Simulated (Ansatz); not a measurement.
C4H6FN (`C=C=C(F)CN`), relaxed with RKS PBE-D4/def2-SVP in Ansatz from a rough embedded geometry. The force threshold is 0.03 eV/Å; the program also tests the step.

Total charge 0; spin multiplicity 1.

Start:

```xyz
12

C     0.887   -0.143   -2.310
C     0.843    0.114   -0.986
C     0.803    0.381    0.301
F     1.869    0.632    0.898
C    -0.494    0.452    1.064
N    -1.011   -0.859    1.491
H     1.237   -1.138   -2.597
H     0.648    0.566   -3.005
H    -0.351    1.083    2.002
H    -1.287    1.004    0.503
H    -1.235   -1.366    0.653
H    -1.909   -0.726    1.986
```

Task: How much energy does the relaxation release, and in how many steps? (Best estimate.)

Result: Ansatz gave: 69.22 kJ/mol, in 18 steps, 1 of them rejected.

Task: Which bonds change most? (Estimate.)

Result: Ansatz gave: C3–F4 from 1.247 to 1.356 Å; C1–H8 from 1.021 to 1.107 Å; C1–C2 from 1.350 to 1.316 Å; C5–H9 from 1.139 to 1.114 Å.

Task: Give the relaxed structure. (An estimate is asked.)

Result: The calculation gave: 
```xyz
12

C     0.979    0.019   -2.378
C     0.863    0.118   -1.070
C     0.698    0.232    0.238
F     1.760    0.176    1.079
C    -0.623    0.404    0.938
N    -0.921   -0.750    1.782
H     0.951   -0.959   -2.893
H     1.124    0.910   -3.019
H    -0.534    1.299    1.595
H    -1.386    0.658    0.159
H    -1.176   -1.554    1.195
H    -1.737   -0.551    2.373
```
